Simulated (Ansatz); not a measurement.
# Al₂H₂ (singlet): wB97M-V, B2PLYP over a scan of the distance Al1–H3, 6-31G

How well do these functionals follow the top wave-function level for Al₂H₂ (singlet) over a scan of the distance Al1–H3?

Method: 6-31G, all electrons in the functionals, frozen cores in the correlation of double hybrids and RPA; program: Ansatz 0.2.0, Gaussian basis.

To be run: wB97M-V, B2PLYP, at 1.292 Å; 1.494 Å; 1.622 Å; 1.747 Å; 1.962 Å; 2.206 Å; 2.603 Å; 3.065 Å; 3.533 Å; 4.462 Å; 5.386 Å.

20 further runs of the same task are left out: 13 that didn't finish, 7 set aside as unsound or not needed.

## (1) The geometry

The geometry derives from a PBE0/def2-TZVP stationary point (not a proven minimum). One bond is set to the value named and the two fragments are kept rigid.

4 atoms, charge 0, spin multiplicity 1.

Atoms are counted from 1 here; the program's logs count them from 0.

Bond lengths: Al1–Al2 2.635 Å, Al1–H3 1.622 Å, Al2–H4 1.622 Å. Angles: Al2–Al1–H3 120.2°, Al1–Al2–H4 120.2°.

As a file:

```mol
Al2H2
  3D, bonds by distance, orders not assigned

  4  3  0  0  0  0  0  0  0  0999 V2000
    0.0000   -0.1535    1.3084 Al  0  0
    0.0000    0.1535   -1.3084 Al  0  0
    0.0000    1.1439    2.2825 H   0  0
    0.0000   -1.1439   -2.2825 H   0  0
  1  2  8  0
  1  3  8  0
  2  4  8  0
M  END
```

No dispersion term is added; wB97M-V holds VV10 nonlocal correlation.

The geometry shown and the zero of energy belong to the point 1.622 Å. The yardstick, FCI, and other wave-function levels (R restricted, U unrestricted, valence and pair active spaces) come from earlier runs.

## (2) wB97M-V, 1.292 Å

File in.yaml:

```yaml
crystal:
  periodic: [false, false, false]
  atoms:
    - {symbol: Al, position_ang: [0.000000, -0.148747, 1.311961]}
    - {symbol: Al, position_ang: [0.000000, 0.158261, -1.304817]}
    - {symbol: H, position_ang: [0.000000, 0.884442, 2.087709]}
    - {symbol: H, position_ang: [0.000000, -1.139141, -2.278944]}
basis:
  gaussian: {orbitals: 6-31G}
magnetization: {spin_polarized: true, initial_magnetization: 0}
hamiltonian: {xc: {name: wB97M-V}}
output: {forces: true, orbitals: {seedname: orbitals}}
```

On the command line:

```console
$ ansatz run in.yaml --threads 1 --pin off --events-out ev --progress --plain --max-ram 2393MiB
```

Output, cut to the lines that bear on the results:

```text
Functional definition: wB97M-V
  name "wB97M-V"
  cite "Mardirossian & Head-Gordon, J. Chem. Phys. 144, 214110 (2016) doi:10.1063/1.4952647"
  cite "Becke, J. Chem. Phys. 107, 8554 (1997) doi:10.1063/1.475007"
  cite "Vydrov & Van Voorhis, J. Chem. Phys. 133, 244103 (2010) doi:10.1063/1.3521275"
  # Of w^i u^j: cxij and so on, Table III.
[...]
  gx(w, u) = 1 - cx + cx01*u + cx10*w
  gss(w, u) = css00 + css04*u^4 + css10*w + css20*w^2 + css43*w^4*u^3
  gos(w, u) = cos00 + cos10*w + (cos20 + cos21*u)*w^2 + (cos60 + cos61*u)*w^6
[...]
      + integral(e_c_pw_mod_opposite_spin*gos(b97_w_opposite, b97_u_opposite)) + vv10(b, c)
340 factors; integrals over basis functions are off by at most 1.5e-4 eV
164 factors; integrals over basis functions are off by at most 5.2e-6 eV
[...]
mean field -13220.41860041 eV, -485.8414224434 hartree, gradient 3.3e-6 eV, S^2 0.000000; 3 other end points of the search recorded, 0 dependent functions left out
[...]
reference -13220.41864762 eV, -485.8414241784 hartree; 14, 14 occupied and 16, 16 virtual orbitals, 340 factors
Total energy: -13220.41864762 eV, -485.8414241784 hartree
Atom 0 at     0.000000    -0.148747     1.311961 Å, force    -0.000000    -6.315767    -4.873898 eV/Å
Atom 1 at     0.000000     0.158261    -1.304817 Å, force     0.000000     0.099337     0.162817 eV/Å
Atom 2 at     0.000000     0.884442     2.087709 Å, force     0.000000     6.390762     4.911847 eV/Å
Atom 3 at     0.000000    -1.139141    -2.278944 Å, force    -0.000000    -0.174333    -0.200766 eV/Å
Dipole moment:    -0.000000     0.123062     0.165679 e Å
```

Wall time 11 s (1 thread of Arm Neoverse V1, shared host).

From the report: ⟨S²⟩ of the determinant 0.000 (pure singlet: 0.00).

## (3) wB97M-V, 1.494 Å

File in.yaml:

```yaml
crystal:
  periodic: [false, false, false]
  atoms:
    - {symbol: Al, position_ang: [0.000000, -0.151655, 1.309777]}
    - {symbol: Al, position_ang: [0.000000, 0.155353, -1.307001]}
    - {symbol: H, position_ang: [0.000000, 1.043069, 2.206811]}
    - {symbol: H, position_ang: [0.000000, -1.142049, -2.281128]}
basis:
  gaussian: {orbitals: 6-31G}
magnetization: {spin_polarized: true, initial_magnetization: 0}
hamiltonian: {xc: {name: wB97M-V}}
output: {forces: true, orbitals: {seedname: orbitals}}
```

Launched as before.

Output, cut to the lines that bear on the results:

```text
Functional definition: wB97M-V
  name "wB97M-V"
  cite "Mardirossian & Head-Gordon, J. Chem. Phys. 144, 214110 (2016) doi:10.1063/1.4952647"
  cite "Becke, J. Chem. Phys. 107, 8554 (1997) doi:10.1063/1.475007"
  cite "Vydrov & Van Voorhis, J. Chem. Phys. 133, 244103 (2010) doi:10.1063/1.3521275"
  # Of w^i u^j: cxij and so on, Table III.
[...]
  gx(w, u) = 1 - cx + cx01*u + cx10*w
[...]
Total energy: -13221.38754734 eV, -485.8770305864 hartree
Atom 0 at     0.000000    -0.151655     1.309777 Å, force    -0.000000    -1.754555    -1.258754 eV/Å
Atom 1 at     0.000000     0.155353    -1.307001 Å, force    -0.000000     0.182208     0.065320 eV/Å
Atom 2 at     0.000000     1.043069     2.206811 Å, force     0.000000     1.778890     1.383225 eV/Å
Atom 3 at     0.000000    -1.142049    -2.281128 Å, force     0.000000    -0.206542    -0.189791 eV/Å
Dipole moment:    -0.000000     0.052162     0.070816 e Å
```

Run time: 11 s. Hardware: 1 thread of Arm Neoverse V1, shared host.

From the report: ⟨S²⟩ of the determinant 0.000 (pure singlet: 0.00).

## (4) wB97M-V, 1.622 Å

File in.yaml:

```yaml
crystal:
  periodic: [false, false, false]
  atoms:
    - {symbol: Al, position_ang: [0.000000, -0.153504, 1.308389]}
    - {symbol: Al, position_ang: [0.000000, 0.153504, -1.308389]}
    - {symbol: H, position_ang: [0.000000, 1.143898, 2.282516]}
    - {symbol: H, position_ang: [0.000000, -1.143898, -2.282516]}
basis:
  gaussian: {orbitals: 6-31G}
magnetization: {spin_polarized: true, initial_magnetization: 0}
hamiltonian: {xc: {name: wB97M-V}}
output: {forces: true, orbitals: {seedname: orbitals}}
```

Same command.

Output, cut to the lines that bear on the results:

```text
Functional definition: wB97M-V
  name "wB97M-V"
  cite "Mardirossian & Head-Gordon, J. Chem. Phys. 144, 214110 (2016) doi:10.1063/1.4952647"
  cite "Becke, J. Chem. Phys. 107, 8554 (1997) doi:10.1063/1.475007"
  cite "Vydrov & Van Voorhis, J. Chem. Phys. 133, 244103 (2010) doi:10.1063/1.3521275"
  # Of w^i u^j: cxij and so on, Table III.
[...]
  gx(w, u) = 1 - cx + cx01*u + cx10*w
[...]
Total energy: -13221.54067566 eV, -485.8826579483 hartree
Atom 0 at     0.000000    -0.153504     1.308389 Å, force     0.000000    -0.229761     0.000155 eV/Å
Atom 1 at     0.000000     0.153504    -1.308389 Å, force     0.000000     0.229761    -0.000155 eV/Å
Atom 2 at     0.000000     1.143898     2.282516 Å, force     0.000000     0.224502     0.185187 eV/Å
Atom 3 at     0.000000    -1.143898    -2.282516 Å, force    -0.000000    -0.224502    -0.185187 eV/Å
Dipole moment:     0.000000    -0.000000    -0.000000 e Å
```

Wall time 11 s (1 thread of Arm Neoverse V1, shared host).

From the report: ⟨S²⟩ of the determinant 0.000 (pure singlet: 0.00).

## (5) wB97M-V, 1.747 Å

File in.yaml:

```yaml
crystal:
  periodic: [false, false, false]
  atoms:
    - {symbol: Al, position_ang: [0.000000, -0.155298, 1.307042]}
    - {symbol: Al, position_ang: [0.000000, 0.151710, -1.309736]}
    - {symbol: H, position_ang: [0.000000, 1.241746, 2.355983]}
    - {symbol: H, position_ang: [0.000000, -1.145692, -2.283863]}
basis:
  gaussian: {orbitals: 6-31G}
magnetization: {spin_polarized: true, initial_magnetization: 0}
hamiltonian: {xc: {name: wB97M-V}}
output: {orbitals: {seedname: orbitals}}
```

Launched as before.

Output, cut to the lines that bear on the results:

```text
Functional definition: wB97M-V
  name "wB97M-V"
  cite "Mardirossian & Head-Gordon, J. Chem. Phys. 144, 214110 (2016) doi:10.1063/1.4952647"
  cite "Becke, J. Chem. Phys. 107, 8554 (1997) doi:10.1063/1.475007"
  cite "Vydrov & Van Voorhis, J. Chem. Phys. 133, 244103 (2010) doi:10.1063/1.3521275"
  # Of w^i u^j: cxij and so on, Table III.
[...]
  gx(w, u) = 1 - cx + cx01*u + cx10*w
[...]
340 factors; integrals over basis functions are off by at most 1.5e-4 eV
164 factors; integrals over basis functions are off by at most 5.0e-6 eV
[...]
mean field -13221.49821196 eV, -485.8810974361 hartree, gradient 1.3e-5 eV, S^2 0.000000; 2 other end points of the search recorded, 0 dependent functions left out
reference -13221.49825996 eV, -485.8810992003 hartree; 14, 14 occupied and 16, 16 virtual orbitals, 340 factors
Total energy: -13221.49825996 eV, -485.8810992003 hartree
```

It took 9.5 s on 1 thread of Arm Neoverse V1, shared host.

From the report: ⟨S²⟩ of the determinant 0.000 (pure singlet: 0.00).

From 1.622 Å: +4.1 kJ/mol.

## (6) wB97M-V, 1.962 Å

File in.yaml:

```yaml
crystal:
  periodic: [false, false, false]
  atoms:
    - {symbol: Al, position_ang: [0.000000, -0.158394, 1.304718]}
    - {symbol: Al, position_ang: [0.000000, 0.148614, -1.312060]}
    - {symbol: H, position_ang: [0.000000, 1.410582, 2.482750]}
    - {symbol: H, position_ang: [0.000000, -1.148788, -2.286187]}
basis:
  gaussian: {orbitals: 6-31G}
magnetization: {spin_polarized: true, initial_magnetization: 0}
hamiltonian: {xc: {name: wB97M-V}}
output: {orbitals: {seedname: orbitals}}
```

Launched as before.

Output, cut to the lines that bear on the results:

```text
Functional definition: wB97M-V
  name "wB97M-V"
  cite "Mardirossian & Head-Gordon, J. Chem. Phys. 144, 214110 (2016) doi:10.1063/1.4952647"
  cite "Becke, J. Chem. Phys. 107, 8554 (1997) doi:10.1063/1.475007"
  cite "Vydrov & Van Voorhis, J. Chem. Phys. 133, 244103 (2010) doi:10.1063/1.3521275"
  # Of w^i u^j: cxij and so on, Table III.
[...]
  gx(w, u) = 1 - cx + cx01*u + cx10*w
[...]
340 factors; integrals over basis functions are off by at most 1.5e-4 eV
164 factors; integrals over basis functions are off by at most 6.2e-6 eV
[...]
mean field -13221.18450477 eV, -485.8695689096 hartree, gradient 5.9e-6 eV, S^2 0.000000; 2 other end points of the search recorded, 0 dependent functions left out
reference -13221.18455266 eV, -485.8695706696 hartree; 14, 14 occupied and 16, 16 virtual orbitals, 340 factors
Total energy: -13221.18455266 eV, -485.8695706696 hartree
```

It took 10 s on 1 thread of Arm Neoverse V1, shared host.

From the report: ⟨S²⟩ of the determinant 0.000 (pure singlet: 0.00).

From 1.622 Å: +34.4 kJ/mol.

## (7) wB97M-V, 2.206 Å

File in.yaml:

```yaml
crystal:
  periodic: [false, false, false]
  atoms:
    - {symbol: Al, position_ang: [0.000000, -0.161907, 1.302080]}
    - {symbol: Al, position_ang: [0.000000, 0.145101, -1.314698]}
    - {symbol: H, position_ang: [0.000000, 1.602191, 2.626615]}
    - {symbol: H, position_ang: [0.000000, -1.152301, -2.288825]}
basis:
  gaussian: {orbitals: 6-31G}
magnetization: {spin_polarized: true, initial_magnetization: 0}
hamiltonian: {xc: {name: wB97M-V}}
output: {orbitals: {seedname: orbitals}}
```

The command is unchanged.

Output, cut to the lines that bear on the results:

```text
Functional definition: wB97M-V
  name "wB97M-V"
  cite "Mardirossian & Head-Gordon, J. Chem. Phys. 144, 214110 (2016) doi:10.1063/1.4952647"
  cite "Becke, J. Chem. Phys. 107, 8554 (1997) doi:10.1063/1.475007"
  cite "Vydrov & Van Voorhis, J. Chem. Phys. 133, 244103 (2010) doi:10.1063/1.3521275"
  # Of w^i u^j: cxij and so on, Table III.
[...]
  gx(w, u) = 1 - cx + cx01*u + cx10*w
[...]
340 factors; integrals over basis functions are off by at most 1.5e-4 eV
164 factors; integrals over basis functions are off by at most 7.9e-6 eV
[...]
mean field -13220.67095642 eV, -485.8506963556 hartree, gradient 2.9e-5 eV, S^2 0.000000; 2 other end points of the search recorded, 0 dependent functions left out
reference -13220.67100411 eV, -485.8506981082 hartree; 14, 14 occupied and 16, 16 virtual orbitals, 340 factors
Total energy: -13220.67100411 eV, -485.8506981082 hartree
```

Run time: 10 s. Hardware: 1 thread of Arm Neoverse V1, shared host.

From the report: ⟨S²⟩ of the determinant 0.000 (pure singlet: 0.00).

From 1.622 Å: +83.9 kJ/mol.

## (8) wB97M-V, 2.603 Å

File in.yaml:

```yaml
crystal:
  periodic: [false, false, false]
  atoms:
    - {symbol: Al, position_ang: [0.000000, -0.167624, 1.297788]}
    - {symbol: Al, position_ang: [0.000000, 0.139384, -1.318990]}
    - {symbol: H, position_ang: [0.000000, 1.913948, 2.860692]}
    - {symbol: H, position_ang: [0.000000, -1.158018, -2.293117]}
basis:
  gaussian: {orbitals: 6-31G}
magnetization: {spin_polarized: true, initial_magnetization: 0}
hamiltonian: {xc: {name: wB97M-V}}
output: {orbitals: {seedname: orbitals}}
```

The command is unchanged.

Output, cut to the lines that bear on the results:

```text
Functional definition: wB97M-V
  name "wB97M-V"
  cite "Mardirossian & Head-Gordon, J. Chem. Phys. 144, 214110 (2016) doi:10.1063/1.4952647"
  cite "Becke, J. Chem. Phys. 107, 8554 (1997) doi:10.1063/1.475007"
  cite "Vydrov & Van Voorhis, J. Chem. Phys. 133, 244103 (2010) doi:10.1063/1.3521275"
  # Of w^i u^j: cxij and so on, Table III.
[...]
  gx(w, u) = 1 - cx + cx01*u + cx10*w
[...]
340 factors; integrals over basis functions are off by at most 1.7e-4 eV
164 factors; integrals over basis functions are off by at most 1.6e-5 eV
[...]
mean field -13219.78508087 eV, -485.8181410299 hartree, gradient 4.1e-6 eV, S^2 0.000000; 3 other end points of the search recorded, 0 dependent functions left out
reference -13219.78512821 eV, -485.8181427695 hartree; 14, 14 occupied and 16, 16 virtual orbitals, 340 factors
Total energy: -13219.78512821 eV, -485.8181427695 hartree
```

It took 11 s on 1 thread of Arm Neoverse V1, shared host.

From the report: ⟨S²⟩ of the determinant 0.000 (pure singlet: 0.00).

From 1.622 Å: +169.4 kJ/mol.

## (9) wB97M-V, 3.065 Å

File in.yaml:

```yaml
crystal:
  periodic: [false, false, false]
  atoms:
    - {symbol: Al, position_ang: [0.000000, -0.174276, 1.292793]}
    - {symbol: Al, position_ang: [0.000000, 0.132732, -1.323985]}
    - {symbol: H, position_ang: [0.000000, 2.276749, 3.133093]}
    - {symbol: H, position_ang: [0.000000, -1.164670, -2.298112]}
basis:
  gaussian: {orbitals: 6-31G}
magnetization: {spin_polarized: true, initial_magnetization: 0}
hamiltonian: {xc: {name: wB97M-V}}
output: {orbitals: {seedname: orbitals}}
```

The command is unchanged.

Output, cut to the lines that bear on the results:

```text
Functional definition: wB97M-V
  name "wB97M-V"
  cite "Mardirossian & Head-Gordon, J. Chem. Phys. 144, 214110 (2016) doi:10.1063/1.4952647"
  cite "Becke, J. Chem. Phys. 107, 8554 (1997) doi:10.1063/1.475007"
  cite "Vydrov & Van Voorhis, J. Chem. Phys. 133, 244103 (2010) doi:10.1063/1.3521275"
  # Of w^i u^j: cxij and so on, Table III.
[...]
  gx(w, u) = 1 - cx + cx01*u + cx10*w
[...]
340 factors; integrals over basis functions are off by at most 2.0e-4 eV
164 factors; integrals over basis functions are off by at most 1.9e-5 eV
[...]
mean field -13219.06463620 eV, -485.7916651764 hartree, gradient 1.4e-5 eV, S^2 0.682898; 10 other end points of the search recorded, 0 dependent functions left out
reference -13219.06468281 eV, -485.7916668896 hartree; 14, 14 occupied and 16, 16 virtual orbitals, 340 factors
Total energy: -13219.06468281 eV, -485.7916668896 hartree
```

It took 42 s on 1 thread of Arm Neoverse V1, shared host.

From the report: ⟨S²⟩ of the determinant 0.683 (pure singlet: 0.00). The determinant is far from a pure spin state, so its energy mixes those of several spin states (harmless only where they are near-degenerate, as at dissociation).

From 1.622 Å: +238.9 kJ/mol.

(Part 1 of 3 ends here.)
